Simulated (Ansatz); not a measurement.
# AlHF radical: basis-set convergence

The task here is to estimate one member of a computed series from the others.

Computed with Ansatz 0.2.0, Gaussian basis. Level: one geometry, several basis sets.

The runs, in order: PBE0-D4/def2-SVP; ωB97M-V/def2-SVP; PBE0-D4/def2-QZVPP; ωB97M-V/def2-QZVPP; CCSD(T)/cc-pV(D+d)Z; CCSD(T)/cc-pV(T+d)Z; CCSD(T)/cc-pV(Q+d)Z; the functionals' def2-TZVPP values are taken from earlier runs.

### The relaxed structure

All runs share one geometry, relaxed beforehand with PBE0-D4 in a triple-zeta def2 set.

SMILES `[F][AlH]`, 3 atoms, charge 0, spin multiplicity 2.

Atoms are counted from 1 here; the program's logs count them from 0.

Bond lengths: F1–Al2 1.656 Å, Al2–H3 1.607 Å. Angles: F1–Al2–H3 115.5°.

The first run:

in.yaml reads:

```yaml
crystal:
  periodic: [false, false, false]
  atoms:
    - {symbol: F, position_ang: [0.907071, 0.893230, 0.585636]}
    - {symbol: Al, position_ang: [-0.432539, 0.317983, -0.199538]}
    - {symbol: H, position_ang: [-0.485431, -1.276114, -0.399298]}
basis:
  gaussian: {orbitals: def2-SVP}
magnetization: {spin_polarized: true, initial_magnetization: 1}
hamiltonian: {xc: pbe0, dispersion: d4}
output: {orbitals: {seedname: orbitals}}
```

Run with:

```
> ansatz run in.yaml --threads 2 --pin off --events-out ev --progress --plain --max-ram 32768MiB --backend cpu
```

Among the steps run: PBE0-D4 in def2-SVP; ωB97M-V in def2-SVP; PBE0-D4 in def2-QZVPP; ωB97M-V in def2-QZVPP.

One table of the session follows, with a row left open; its other results are not shown here.

It belongs to the step «Functionals by basis». 

```
functional       basis  HOMO (eV)  LUMO (eV)
   PBE0-D4    def2-SVP      -6.04      -2.57
   PBE0-D4  def2-TZVPP      -6.12      -2.59
   PBE0-D4  def2-QZVPP      -6.14      -2.61
   ωB97M-V    def2-SVP      -7.68      -1.07
   ωB97M-V  def2-TZVPP      -7.77      -1.08
   ωB97M-V  def2-QZVPP          ?          ?
```

Estimate the missing values for ωB97M-V, def2-QZVPP.

The run gave: HOMO (eV): -7.82; LUMO (eV): -1.17. In the column «HOMO (eV)» it is the lowest.
